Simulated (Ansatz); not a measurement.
Equilibrium lattice constant a (Å) of solids drawn from the class of elemental solids other than molecular ones, at two levels: PBE (PAW; Ansatz, a first-principles code), and PBE-D3(BJ) (Ansatz, plane waves, PAW).

```tsv
solid	PBE	PBE-D3(BJ)
fcc Ca	5.526	5.435
fcc Al	4.040	3.983
diamond-structure Ge	5.761	5.700
fcc Au	4.158	4.102
diamond-structure Si	5.470	?
bcc Rb	5.670	5.555
fcc Pd	3.943	3.892
```

Problem. Estimate the withheld PBE-D3(BJ) value from the other rows.

Solution. One way: carry over the typical ratio. The ratios PBE-D3(BJ) / PBE of the other rows, in order: 0.9797, 0.9835, 0.9859, 0.9865, 0.9871, 0.9894; median 0.98620. Diamond-structure Si: 5.470 × 0.98620 = 5.395 Å; the run gives 5.421 Å. The ratios spread from 0.9797 to 0.9894, so such an estimate is rough. Diamond-structure Si lies outside that spread.

Over all 7 rows PBE-D3(BJ) is the larger in 0.

Ansatz's runs of these crystals have no spin polarisation.

Spin–orbit coupling is left out, also for the solids with elements from indium on (fcc Au); its size isn't shown.

Caveats: the gap of the solid is closed in this run (diamond-structure Ge). Ansatz's density-functional and Hartree–Fock values are scalar-relativistic unless marked +SOC, with PAW data made under PBE.
